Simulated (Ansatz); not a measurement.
Zinc-blende GaAs: PBE at its full settings (plane-wave cutoff 520 eV, 10×10×10 k mesh, Fermi–Dirac smearing 0.01 eV, scalar-relativistic PAW data made under PBE) and at cheaper ones, in a cell of 2 atoms with Γ-centred meshes.

```
level and setting                              equilibrium lattice constant a (Å)  bulk modulus B0 (GPa)
---------------------------------------------  ----------------------------------  ---------------------
PBE (Ansatz)                                                                5.745                   60.3
PBE (2×2×2 k mesh) (Ansatz)                                                   [?]                    [?]
PBE (6×6×6 k mesh) (Ansatz)                                                 5.745                   58.6
PBE (Fermi-Dirac smearing of 0.3 eV) (Ansatz)                               5.752                   58.7
```

Task: Estimate the withheld entries.

Result: 
- PBE (2×2×2 k mesh) (Ansatz, a quantum-chemistry and plane-wave program), equilibrium lattice constant a (Å): 6.117
- PBE (2×2×2 k mesh) (Ansatz), bulk modulus B0 (GPa): 38.5

Largest shifts from the full settings: lattice constant a +6.48 % (PBE (2×2×2 k mesh)), against a difference of +1.86 % of the full result from the reference 5.64 Å (measured, static lattice: zero-point anharmonic expansion removed; as tabulated in Mejia-Rodriguez and Trickey (2018), arXiv:1807.09216); bulk modulus -36 % (PBE (2×2×2 k mesh)), against a difference of -21 % of the full result from the reference 76.7 GPa (measured, 0 K value with the zero-point phonon effect removed; as tabulated in Mejia-Rodriguez and Trickey (2018), arXiv:1807.09216).

The full settings aren't shown to be converged themselves.

Caveats: the gap of the solid is closed in this run (PBE (2×2×2 k mesh)). Ansatz's density-functional and Hartree–Fock values are scalar-relativistic unless marked +SOC, with PAW data made under PBE.

Run with cheap settings on purpose, which may leave them unconverged: PBE (2×2×2 k mesh), PBE (6×6×6 k mesh), PBE (Fermi-Dirac smearing of 0.3 eV).
